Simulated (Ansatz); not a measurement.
# C3H9N: the cost of one run

Method: cc-pVTZ, core rule «outside noble gas», up to 4 orbitals frozen; program: Ansatz 0.2.0, Gaussian basis.

Plan: UHF; CCSD(T) on RHF; BCCD(T) on RHF.

21 further runs of the same task are left out: 3 that didn't finish, 18 set aside as unsound or not needed.

**1. The geometry**

The geometry is an MP2(full)/6-31G* stationary point (not a proven minimum).

13 atoms, charge 0, spin multiplicity 1.

Atoms are counted from 1 here; the program's logs count them from 0.

Bond lengths: N1–C2 1.453 Å, N1–C3 1.453 Å, N1–C4 1.453 Å, C2–H5 1.106 Å, C2–H6 1.093 Å, C2–H7 1.093 Å, C3–H8 1.106 Å, C3–H9 1.093 Å, C3–H10 1.093 Å, C4–H11 1.106 Å, C4–H12 1.093 Å, C4–H13 1.093 Å. Angles: C2–N1–C3 110.4°, C2–N1–C4 110.4°, C3–N1–C4 110.4°, N1–C2–H5 112.8°, N1–C2–H6 109.5°, N1–C2–H7 109.5°, H5–C2–H6 108.3°, H5–C2–H7 108.3°, H6–C2–H7 108.3°, N1–C3–H8 112.8°, N1–C3–H9 109.5°, N1–C3–H10 109.5°, H8–C3–H9 108.3°, H8–C3–H10 108.3°, H9–C3–H10 108.3°, N1–C4–H11 112.8°, N1–C4–H12 109.5°, N1–C4–H13 109.5° and more.

**2. UHF**

Contents of in.yaml:

```yaml
crystal:
  periodic: [false, false, false]
  atoms:
    - {symbol: N, position_ang: [0.000000, 0.000000, 0.369021]}
    - {symbol: C, position_ang: [0.000000, 1.378021, -0.092000]}
    - {symbol: C, position_ang: [1.193401, -0.689011, -0.092000]}
    - {symbol: C, position_ang: [-1.193401, -0.689010, -0.092000]}
    - {symbol: H, position_ang: [0.000000, 1.461142, -1.194724]}
    - {symbol: H, position_ang: [0.886157, 1.891052, 0.290830]}
    - {symbol: H, position_ang: [-0.886156, 1.891052, 0.290830]}
    - {symbol: H, position_ang: [1.265386, -0.730571, -1.194724]}
    - {symbol: H, position_ang: [1.194621, -1.712960, 0.290830]}
    - {symbol: H, position_ang: [2.080777, -0.178093, 0.290830]}
    - {symbol: H, position_ang: [-1.265386, -0.730571, -1.194724]}
    - {symbol: H, position_ang: [-2.080777, -0.178092, 0.290830]}
    - {symbol: H, position_ang: [-1.194621, -1.712960, 0.290830]}
basis:
  gaussian: {orbitals: cc-pVTZ}
magnetization: {spin_polarized: true, initial_magnetization: 0}
hamiltonian: {xc: hf}
output: {orbitals: {seedname: orbitals}}
```

Run with:

```
$ ansatz run in.yaml --threads 1 --pin off --events-out ev --progress --plain --max-ram 2880MiB --backend cpu
```

What time and memory should one allow on 1 thread of AMD EPYC 7R13, shared host?

About 8.5 s, with a peak of 0.69 GiB.
